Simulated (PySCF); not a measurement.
PySCF single point, B3LYP/6-31G*, density fitting, COSMO implicit water (electrostatics alone), on phosphine, PH3 (SMILES P), charge 0, multiplicity 1.

```python
from pyscf import gto, scf, dft
mol = gto.M(atom='''
P     -0.032350     0.260196    -0.384183
H     -0.998297     0.892482     0.384174
H     -0.097109    -0.892482     0.384141
H      0.998297     0.780363     0.384183
''', basis='6-31G*', charge=0, spin=0, verbose=3)
mf = dft.RKS(mol, xc='B3LYP')
mf = mf.density_fit()
mf = mf.PCM()
mf.with_solvent.method = 'COSMO'
mf.with_solvent.eps = 78.4
mf.max_cycle = 100
e = mf.kernel()
print('converged', mf.converged)
print('E_total', e)
print('nao', mol.nao)
print('HOMO', mf.mo_energy[mf.mo_occ > 0].max())
mf.dip_moment()
```

It prints:

```

WARN: PCM is an experimental feature. It is still in testing.
Features and APIs may be changed in the future.

converged SCF energy = -343.13817750256
converged True
E_total -343.1381775025597
nao 24
HOMO -0.2761559349389855
Dipole moment(X, Y, Z, Debye): -0.00005, -0.00011,  1.27651
```

The total energy is -9337.27 eV, -0.06 eV from the same level's vacuum run.
